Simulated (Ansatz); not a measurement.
LaGaO₃ (Pnma, No. 62), treated with r²SCAN+SOC (PAW; Ansatz, a first-principles code).

Numerical settings: plane-wave cutoff 560 eV, 6×6×6 k mesh, Fermi–Dirac smearing 0.01 eV, PAW data made under PBE.

Cell (relaxed with PBEsol):

```cif
data_Ga4La4O12
_chemical_formula_sum 'La4 Ga4 O12'
_space_group_name_H-M_alt 'Pnma'
_space_group_IT_number 62
_space_group_name_Hall '-P 2ac 2n'
_cell_length_a 5.49588
_cell_length_b 7.76706
_cell_length_c 5.50041
_cell_angle_alpha 90.000
_cell_angle_beta 90.000
_cell_angle_gamma 90.000
loop_
_atom_site_label
_atom_site_type_symbol
_atom_site_symmetry_multiplicity
_atom_site_Wyckoff_symbol
_atom_site_fract_x
_atom_site_fract_y
_atom_site_fract_z
_atom_site_occupancy
La1 La 4 c 0.02774 0.25000 0.99328 1
Ga1 Ga 4 b 0.00000 0.00000 0.50000 1
O1 O 8 d 0.22039 0.53959 0.22114 1
O2 O 4 c 0.48822 0.25000 0.07335 1
```

**Question.** What does this level give for the band gap and smallest direct gap on the k points sampled?

**Answer.** 
band gap: 4.46 eV (indirect)
smallest direct gap on the k points sampled: 4.56 eV

Note: cell and atoms aren't relaxed at this level (largest force component 0.13 eV/Å, pressure 2.2 GPa).

Static lattice: no zero-point or thermal effects.

The result took around 2.9 core-hours (rough).
